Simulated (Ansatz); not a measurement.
Method: frozen-core CCSD(T)/def2-TZVPP // B3LYP-D3(BJ)/def2-TZVP (Ansatz, a program for electronic structure).

Ansatz 0.2 input:
```yaml
crystal:
  periodic: [false, false, false]
  atoms:
    - { symbol: C, position_ang: [-1.050048, 0.185839, 0.171088] }
    - { symbol: C, position_ang: [0.205504, -0.380434, -0.49073] }
    - { symbol: N, position_ang: [1.476026, 0.009686, 0.119544] }
    - { symbol: H, position_ang: [-1.116905, -0.131536, 1.214972] }
    - { symbol: H, position_ang: [-1.955998, -0.149949, -0.340634] }
    - { symbol: H, position_ang: [-1.040213, 1.278769, 0.153765] }
    - { symbol: H, position_ang: [0.235717, -0.077628, -1.540747] }
    - { symbol: H, position_ang: [0.159853, -1.472704, -0.490999] }
    - { symbol: H, position_ang: [1.578359, 1.018621, 0.113039] }
    - { symbol: H, position_ang: [1.507706, -0.280665, 1.090706] }
basis:
  gaussian: { orbitals: def2-TZVPP }
correlation:
  method: ccsd_t
```

Output:

```
Functional definition: HF
1102 factors; integrals over basis functions are off by at most 1.2e-3 eV
mean field evaluation 1: about -3651.7525 eV, gradient 3.5e1 eV
mean field evaluation 2: about -3651.7542 eV, gradient 3.5e1 eV
mean field evaluation 4: about -3654.6889 eV, gradient 3.3e0 eV
mean field evaluation 8: about -3654.7258 eV, gradient 1.6e-4 eV
mean field evaluation 16: about -3654.7251 eV, gradient 2.0e-1 eV
mean field -3654.72577769 eV, -134.3086950681 hartree, gradient 1.4e-6 eV, S^2 0.000000; 0 other end points of the search recorded, 0 dependent functions left out
3 core orbitals not correlated
reference -3654.72577769 eV, -134.3086950681 hartree; 10, 10 occupied and 178, 178 virtual orbitals, 1102 factors
second order -15.70618793 eV of doubles, -0.00000000 eV of singles
cycle   1  -16.23325422 eV  change   -5.3e-1 eV  update   7.0e-2
cycle   2  -16.59753878 eV  change   -3.6e-1 eV  update   2.0e-2
cycle   3  -16.65079270 eV  change   -5.3e-2 eV  update   7.7e-3
cycle   4  -16.64927912 eV  change    1.5e-3 eV  update   1.8e-3
cycle   5  -16.64967967 eV  change   -4.0e-4 eV  update   7.2e-4
cycle   6  -16.64984583 eV  change   -1.7e-4 eV  update   2.1e-4
cycle   7  -16.64980120 eV  change    4.5e-5 eV  update   9.4e-5
cycle   8  -16.64979436 eV  change    6.8e-6 eV  update   3.8e-5
cycle   9  -16.64979485 eV  change   -4.9e-7 eV  update   1.4e-5
perturbative correction -0.60592035 eV, -0.0222671620 hartree
Total energy: -3671.98149289 eV, -134.9428309054 hartree
```

Cost: roughly 50 core-seconds.
